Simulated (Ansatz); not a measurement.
# Worked example: correlation energy of HAl–CH, doublet

Geometry: a PBE0/def2-TZVP stationary point for this spin, not checked as a minimum.

```yaml
atoms:
  - { symbol: Al, position_ang: [0.0000, -0.1078, 0.5675] }
  - { symbol: C, position_ang: [0.0000, 0.1965, -1.2432] }
  - { symbol: H, position_ang: [0.0000, 0.8566, 1.8248] }
  - { symbol: H, position_ang: [0.0000, -0.3133, -2.2039] }
```

Basis 6-31G; Ansatz 0.2.0. Only valence electrons are correlated (noble-gas cores frozen), which leaves 9 electrons in 20 orbitals. Prefix R: restricted or restricted open-shell reference.

Full CI is exact within this basis and frozen core; it isn't the basis-set limit.

Runs differ by some tens of microhartree through their thresholds and, for an open shell, their frozen cores, so steps under 0.03 kcal/mol mean nothing.

```
    level  total energy (hartree)
      RHF             -280.742973
     RMP2             -280.864042
    RCCSD             -280.895352
 RCCSD(T)             -280.901666
   RCCSDT             -280.902732
RCCSDT(Q)             -280.903419
  RCCSDTQ             -280.903351
  full CI             -280.903415
```

**Question.** What is the correlation energy at full CI, and what share of it do RMP2 and RCCSD recover?

**Answer.** E(corr) = -280.903415 − (-280.742973) = -0.160442 hartree = -4.366 eV. RMP2: -0.121069 / -0.160442 = 75.46 %. RCCSD: -0.152379 / -0.160442 = 94.97 %.

**Question.** By how many kcal/mol does RCCSD(T) miss full CI (1 hartree = 627.509 kcal/mol), and which steps make up the rest?

**Answer.** -280.901666 − (-280.903415) = 0.001749 hartree = 1.10 kcal/mol. Steps: RCCSDT − RCCSD(T) = -0.67, RCCSDT(Q) − RCCSDT = -0.43, RCCSDTQ − RCCSDT(Q) = 0.04, full CI − RCCSDTQ = -0.04 kcal/mol. With more than one leading determinant such errors change with state and geometry, and needn't cancel in differences.
